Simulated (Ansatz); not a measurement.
## fcc Be (model structure)

Computed with PBEsol (plane waves, PAW; Ansatz, a first-principles code).

Settings: plane-wave cutoff 500 eV, 38×38×38 k mesh, Fermi–Dirac smearing 0.1 eV, scalar-relativistic PAW data made under PBE.

Cell (relaxed at this level):

Space group Fm-3m (No. 225); a = 3.149 Å, b = 3.149 Å, c = 3.149 Å, α = 90.00°, β = 90.00°, γ = 90.00°

```tsv
atom	site	symmetry	x	y	z
Be	4a	m-3m	0.0000	0.0000	0.0000
```
(The calculation used a cell of 1 atom; values per cell refer to that cell.)

For fcc Be (model structure), the band gap is none.

Note: the relaxation could raise the start's symmetry but not lower it, so the cell can be a saddle point.

Static lattice: no zero-point or thermal effects.

A model structure was made by putting elements into a prototype or built by hand; it is no filed structure, need not be a known phase, and can be a saddle point held by its symmetry.
